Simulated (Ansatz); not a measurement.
Ansatz (a quantum-chemistry and plane-wave program) input (HF/3-21G): The .json file is the Basis Set Exchange's 3-21G.

Ansatz 0.2 input:
```yaml
crystal:
  periodic: [false, false, false]
  atoms:
    - {symbol: C, position_ang: [0.12507264, -0.00466730, 0.75502689]}
    - {symbol: Cl, position_ang: [-0.06435614, 1.53069755, -0.16603102]}
    - {symbol: Cl, position_ang: [-0.03014585, -1.52888900, -0.19061132]}
    - {symbol: H, position_ang: [0.85609807, -0.00274164, 1.53275845]}
basis:
  gaussian:
    orbitals: 3-21G.json
hamiltonian:
  xc: {name: HF}
magnetization: {spin_polarized: true, initial_magnetization: 1}
phonons: {temperatures: {t_min: 298.15, t_max: 298.15, t_step: 100}}
```

Output:

```
Functional definition: HF
integrals: 0.00 GiB planned
485 factors; integrals over basis functions are off by at most 4.8e-4 eV
mean field: 0.12 GiB planned
mean field evaluation 1: about -25924.0366 eV, gradient 1.3e1 eV
mean field evaluation 2: about -25924.1553 eV, gradient 1.3e1 eV
mean field evaluation 4: about -25925.6340 eV, gradient 2.0e0 eV
mean field evaluation 8: about -25925.7539 eV, gradient 3.1e-1 eV
mean field evaluation 16: about -25925.7573 eV, gradient 1.6e-5 eV
mean field -25925.75730565 eV, -952.7540078730 hartree, gradient 1.6e-5 eV, S^2 0.769890; 0 other end points of the search recorded, 0 dependent functions left out
the calculation of the forces begins
reference -25925.75730565 eV, -952.7540078730 hartree; 21, 20 occupied and 16, 17 virtual orbitals, 485 factors
these checks for a lower state are left out or cut short: stability, starts, cluster_reference, orbital_swaps, neighbouring_geometries, increment
integrals: 0.00 GiB planned
485 factors; integrals over basis functions are off by at most 4.8e-4 eV
mean field: 0.12 GiB planned
mean field -25925.75723478 eV, -952.7540052686 hartree, gradient 4.4e-6 eV, S^2 0.769990; 0 other end points of the search recorded, 0 dependent functions left out
the calculation of the forces begins
reference -25925.75723478 eV, -952.7540052686 hartree; 21, 20 occupied and 16, 17 virtual orbitals, 485 factors
these checks for a lower state are left out or cut short: stability, starts, cluster_reference, orbital_swaps, neighbouring_geometries, increment
integrals: 0.00 GiB planned
485 factors; integrals over basis functions are off by at most 4.8e-4 eV
mean field: 0.12 GiB planned
mean field -25925.75723124 eV, -952.7540051386 hartree, gradient 4.2e-6 eV, S^2 0.769791; 0 other end points of the search recorded, 0 dependent functions left out
the calculation of the forces begins
reference -25925.75723124 eV, -952.7540051386 hartree; 21, 20 occupied and 16, 17 virtual orbitals, 485 factors
these checks for a lower state are left out or cut short: stability, starts, cluster_reference, orbital_swaps, neighbouring_geometries, increment
integrals: 0.00 GiB planned
485 factors; integrals over basis functions are off by at most 4.8e-4 eV
mean field: 0.12 GiB planned
mean field evaluation 32: about -25925.7571 eV, gradient 1.1e-1 eV
mean field -25925.75721093 eV, -952.7540043922 hartree, gradient 9.1e-6 eV, S^2 0.769927; 0 other end points of the search recorded, 0 dependent functions left out
the calculation of the forces begins
reference -25925.75721093 eV, -952.7540043922 hartree; 21, 20 occupied and 16, 17 virtual orbitals, 485 factors
these checks for a lower state are left out or cut short: stability, starts, cluster_reference, orbital_swaps, neighbouring_geometries, increment
integrals: 0.00 GiB planned
485 factors; integrals over basis functions are off by at most 4.8e-4 eV
mean field: 0.12 GiB planned
mean field -25925.75720738 eV, -952.7540042618 hartree, gradient 9.2e-6 eV, S^2 0.769855; 0 other end points of the search recorded, 0 dependent functions left out
the calculation of the forces begins
reference -25925.75720738 eV, -952.7540042618 hartree; 21, 20 occupied and 16, 17 virtual orbitals, 485 factors
these checks for a lower state are left out or cut short: stability, starts, cluster_reference, orbital_swaps, neighbouring_geometries, increment
integrals: 0.00 GiB planned
485 factors; integrals over basis functions are off by at most 4.8e-4 eV
mean field: 0.12 GiB planned
mean field -25925.75730144 eV, -952.7540077185 hartree, gradient 2.2e-6 eV, S^2 0.769854; 0 other end points of the search recorded, 0 dependent functions left out
the calculation of the forces begins
reference -25925.75730144 eV, -952.7540077185 hartree; 21, 20 occupied and 16, 17 virtual orbitals, 485 factors
these checks for a lower state are left out or cut short: stability, starts, cluster_reference, orbital_swaps, neighbouring_geometries, increment
integrals: 0.00 GiB planned
485 factors; integrals over basis functions are off by at most 4.8e-4 eV
mean field: 0.12 GiB planned
mean field -25925.75730308 eV, -952.7540077787 hartree, gradient 2.7e-6 eV, S^2 0.769927; 0 other end points of the search recorded, 0 dependent functions left out
the calculation of the forces begins
reference -25925.75730308 eV, -952.7540077787 hartree; 21, 20 occupied and 16, 17 virtual orbitals, 485 factors
these checks for a lower state are left out or cut short: stability, starts, cluster_reference, orbital_swaps, neighbouring_geometries, increment
integrals: 0.00 GiB planned
485 factors; integrals over basis functions are off by at most 4.8e-4 eV
mean field: 0.12 GiB planned
mean field -25925.75725869 eV, -952.7540061473 hartree, gradient 6.1e-6 eV, S^2 0.769989; 0 other end points of the search recorded, 0 dependent functions left out
the calculation of the forces begins
reference -25925.75725869 eV, -952.7540061473 hartree; 21, 20 occupied and 16, 17 virtual orbitals, 485 factors
these checks for a lower state are left out or cut short: stability, starts, cluster_reference, orbital_swaps, neighbouring_geometries, increment
integrals: 0.00 GiB planned
485 factors; integrals over basis functions are off by at most 4.8e-4 eV
mean field: 0.12 GiB planned
mean field evaluation 64: about -25925.7573 eV, gradient 4.4e-4 eV
mean field -25925.75725826 eV, -952.7540061316 hartree, gradient 6.2e-6 eV, S^2 0.769793; 0 other end points of the search recorded, 0 dependent functions left out
the calculation of the forces begins
reference -25925.75725826 eV, -952.7540061316 hartree; 21, 20 occupied and 16, 17 virtual orbitals, 485 factors
these checks for a lower state are left out or cut short: stability, starts, cluster_reference, orbital_swaps, neighbouring_geometries, increment
integrals: 0.00 GiB planned
485 factors; integrals over basis functions are off by at most 4.8e-4 eV
mean field: 0.12 GiB planned
mean field -25925.75728403 eV, -952.7540070786 hartree, gradient 4.2e-6 eV, S^2 0.769846; 0 other end points of the search recorded, 0 dependent functions left out
the calculation of the forces begins
reference -25925.75728403 eV, -952.7540070786 hartree; 21, 20 occupied and 16, 17 virtual orbitals, 485 factors
these checks for a lower state are left out or cut short: stability, starts, cluster_reference, orbital_swaps, neighbouring_geometries, increment
integrals: 0.00 GiB planned
485 factors; integrals over basis functions are off by at most 4.8e-4 eV
mean field: 0.12 GiB planned
mean field -25925.75728739 eV, -952.7540072020 hartree, gradient 4.0e-6 eV, S^2 0.769934; 0 other end points of the search recorded, 0 dependent functions left out
the calculation of the forces begins
reference -25925.75728739 eV, -952.7540072020 hartree; 21, 20 occupied and 16, 17 virtual orbitals, 485 factors
these checks for a lower state are left out or cut short: stability, starts, cluster_reference, orbital_swaps, neighbouring_geometries, increment
integrals: 0.00 GiB planned
485 factors; integrals over basis functions are off by at most 4.8e-4 eV
mean field: 0.12 GiB planned
mean field -25925.75724589 eV, -952.7540056771 hartree, gradient 3.5e-6 eV, S^2 0.769861; 0 other end points of the search recorded, 0 dependent functions left out
the calculation of the forces begins
reference -25925.75724589 eV, -952.7540056771 hartree; 21, 20 occupied and 16, 17 virtual orbitals, 485 factors
these checks for a lower state are left out or cut short: stability, starts, cluster_reference, orbital_swaps, neighbouring_geometries, increment
integrals: 0.00 GiB planned
485 factors; integrals over basis functions are off by at most 4.8e-4 eV
mean field: 0.12 GiB planned
mean field -25925.75724609 eV, -952.7540056844 hartree, gradient 3.4e-6 eV, S^2 0.769919; 0 other end points of the search recorded, 0 dependent functions left out
the calculation of the forces begins
reference -25925.75724609 eV, -952.7540056844 hartree; 21, 20 occupied and 16, 17 virtual orbitals, 485 factors
these checks for a lower state are left out or cut short: stability, starts, cluster_reference, orbital_swaps, neighbouring_geometries, increment
integrals: 0.00 GiB planned
485 factors; integrals over basis functions are off by at most 4.8e-4 eV
mean field: 0.12 GiB planned
mean field evaluation 96: about -25925.7573 eV, gradient 1.5e-4 eV
mean field -25925.75726323 eV, -952.7540063142 hartree, gradient 2.6e-6 eV, S^2 0.769917; 0 other end points of the search recorded, 0 dependent functions left out
the calculation of the forces begins
reference -25925.75726323 eV, -952.7540063142 hartree; 21, 20 occupied and 16, 17 virtual orbitals, 485 factors
these checks for a lower state are left out or cut short: stability, starts, cluster_reference, orbital_swaps, neighbouring_geometries, increment
integrals: 0.00 GiB planned
485 factors; integrals over basis functions are off by at most 4.8e-4 eV
mean field: 0.12 GiB planned
mean field -25925.75726164 eV, -952.7540062558 hartree, gradient 2.6e-6 eV, S^2 0.769863; 0 other end points of the search recorded, 0 dependent functions left out
the calculation of the forces begins
reference -25925.75726164 eV, -952.7540062558 hartree; 21, 20 occupied and 16, 17 virtual orbitals, 485 factors
Total energy: -25925.75730565 eV, -952.7540078730 hartree
Atom 0 at     0.125073    -0.004667     0.755027 Å, force     0.000738     0.000001     0.000888 eV/Å
Atom 1 at    -0.064356     1.530698    -0.166031 Å, force    -0.000330     0.000030    -0.000667 eV/Å
Atom 2 at    -0.030146    -1.528889    -0.190611 Å, force    -0.000329    -0.000027    -0.000668 eV/Å
Atom 3 at     0.856098    -0.002742     1.532758 Å, force    -0.000079    -0.000004     0.000447 eV/Å
Dipole moment:     0.201321    -0.000196     0.304570 e Å
Vibrations: 281.19 569.59 699.01 802.77 1271.87 3424.47 cm⁻¹, zero-point energy 0.436976 eV
```

The blocks after the first are displaced geometries, from whose forces the wavenumbers follow.
